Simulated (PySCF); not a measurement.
**Adding and removing an electron: NH**

UHF-MP2; PySCF, no relativity, basis sets H def2-TZVPPD, N def2-TZVPPD. Neutral (UHF): triplet (π ↑↑), Re = 1.031 Å, ωe = 3400 cm⁻¹, De = 3.35 eV.

NH⁺ (UHF): quartet (σ ↑, π ↑↑), Re = 1.085 Å, ωe = 2777 cm⁻¹, De = 3.68 eV to H⁺ + N. The energies at the minima are -55.12080 hartree for NH and -54.63340 for NH⁺.

**Question.** Work out the adiabatic ionisation energy, without and with harmonic zero-point energies (1 hartree = 27.2114 eV, 1 eV = 8065.5 cm⁻¹), and the change of the bond length.

**Answer.** At UHF-MP2: 0.48740 hartree = 13.263 eV between the minima; the zero-point term (2777.0 − 3400.0)/2 cm⁻¹ = -0.039 eV makes it 13.224 eV. Re changes by +5.4 pm against the neutral. The electron leaves a σ orbital, and the longer bond of the ion fits a bonding orbital, or a change in how ionic the bond is.

Correlated steps freeze 1 core orbital. For an ion De counts to the pair picked by the measured ionisation energies or electron affinities, which need not be the lowest pair at this level. States were picked by a PBE0 search and need not be the measured ground states.
